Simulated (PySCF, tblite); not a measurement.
# C4H7F: geometry, infrared bands, NMR shifts, spin-spin couplings, electronic excitations and core binding energies

What infrared bands, NMR shifts, spin-spin couplings, electronic excitations and core binding energies should C4H7F (`CC(C)=CF`) show?

Programs: tblite 0.8.0 and PySCF 2.14.0, with density-fitted response routines of our own. Each step states its level of theory. These are calculated values for one molecule in the gas phase, unless marked as measured. Atoms are numbered from 0 throughout.

### Step 1. The starting structure

12 atoms, charge 0, multiplicity 1; geometry from: GFN2-xTB.

Bonds of the start (Å): C0–C1 1.50, C1–C2 1.50, C1–C3 1.32, C3–F4 1.35, C0–H5 1.09, C0–H6 1.09, C0–H7 1.09, C2–H8 1.09, C2–H9 1.09, C2–H10 1.09, C3–H11 1.08.

### Step 2. Infrared spectrum with GFN2-xTB

Job settings and geometry (Å):

```
{"job": {"kind": "ir", "xc": "GFN2-xTB", "basis": "xTB"}, "charge": 0, "multiplicity": 1}
C      1.406754    -0.035337     0.196214
C     -0.055366     0.170797    -0.048634
C     -0.935459    -1.030463     0.108152
C     -0.522075     1.361655    -0.385900
F     -1.834163     1.589077    -0.615295
H      1.964618     0.886861     0.058970
H      1.567279    -0.396272     1.211361
H      1.796010    -0.787876    -0.488386
H     -1.973694    -0.780303    -0.090956
H     -0.622365    -1.814795    -0.580161
H     -0.854458    -1.423450     1.121075
H      0.064117     2.259420    -0.512467
```

**Question.** This job is followed by: PBE0-D3(BJ)/def2-SVP geometry optimisation, gas phase; GIAO PBE0/pcSseg-1 NMR shielding, non-relativistic, gas phase; B3LYP/pcJ-1 indirect spin-spin coupling, non-relativistic, gas phase; TDDFT wB97X-D/def2-SVPD, vertical, gas phase, core orbitals frozen in the response; GIAO WP04/pcSseg-2 NMR shielding, non-relativistic, gas phase; delta-SCF UKS SCAN, pcX-2 on the ionised atom, pcseg-1 elsewhere, spin-free X2C. Predict these results of the whole session: strongest single infrared mode (GFN2-xTB); zero-point energy (GFN2-xTB); point group; rotational constants (main isotopes); ¹³C shifts against TMS (PBE0/pcSseg-1); ¹H shifts against TMS (PBE0/pcSseg-1, means over atoms taken as alike); ¹⁹F shifts against CFCl3 (PBE0/pcSseg-1); largest coupling of the table (B3LYP/pcJ-1); lowest singlet (wB97X-D/def2-SVPD); brightest single state of those computed; lowest triplet; vertical ionisation energy (ΔSCF); C1s binding energies, SCAN/pcX-2; F1s binding energies, SCAN/pcX-2; range of the shift of C1.

The runs gave:

| quantity | value |
| --- | --- |
| strongest single infrared mode (GFN2-xTB) | 1122 cm⁻¹, 151 km/mol |
| zero-point energy (GFN2-xTB) | 61.8 kcal/mol |
| point group | Cs |
| rotational constants (main isotopes) | 8.45, 3.72, 2.67 GHz |
| ¹³C shifts against TMS (PBE0/pcSseg-1) | 151.6, 119.9, 19.3, 15.3 ppm |
| ¹H shifts against TMS (PBE0/pcSseg-1, means over atoms taken as alike) | 6.58, 1.71, 1.57 ppm |
| ¹⁹F shifts against CFCl3 (PBE0/pcSseg-1) | -127.1 ppm |
| largest coupling of the table (B3LYP/pcJ-1) | ¹J(C,F) C3–F4, -328.1 Hz |
| lowest singlet (wB97X-D/def2-SVPD) | 6.83 eV (181 nm), f = 0.002 |
| brightest single state of those computed | state 2, 7.30 eV, f = 0.415 |
| lowest triplet | 4.42 eV |
| vertical ionisation energy (ΔSCF) | 9.16 eV |
| C1s binding energies, SCAN/pcX-2 | C3 292.18, C0 291.02, C2 290.85, C1 290.63 eV |
| F1s binding energies, SCAN/pcX-2 | F4 692.73 eV |
| range of the shift of C1 | 119.9 to 128.1 ppm |

No mode is imaginary among the 30: a minimum at this level. The strongest single mode, at 1122 cm⁻¹, is spread over several atoms, C3, F4, H11 among them. Unscaled tight-binding wavenumbers are off by several per cent, some by more. Its intensities can rank the bands wrongly. Relaxing lowered the energy by 0.035 eV in 4 steps; the close pair that moved most is C3–F4, from 1.351 to 1.337 Å. H11 (hydrogen on an alkene CH) lies farthest downfield among hydrogen, at 6.58 ppm; olefinic region. In the run at B3LYP/pcJ-1, the largest coupling of the table is C3–F4, -328.1 Hz, of which the Fermi-contact term gives -319.3 Hz. The lowest singlet, at 6.83 eV, is HOMO→LUMO 0.89 and is weak; of the 10 states computed, the strongest absorption comes from state 2 at 7.30 eV. The lowest triplet lies 2.41 eV below the lowest singlet (triplets in Tamm-Dancoff, singlets in full TDDFT). At wB97X-D/def2-SVPD, the highest states lie near or above the ionisation energy, where they hang on the basis. ΔSCF puts the ionisation energy at 9.16 eV, 0.39 eV above −ε(HOMO). The C1s levels kept as sound span 1.55 eV, from C1 (fully substituted alkene carbon) up to C3 (alkene CH). In ppm, C1 moves most: its shift spreads over 8.2 ppm, from 119.9 (PBE0/pcSseg-1) to 128.1 (WP04/pcSseg-2).
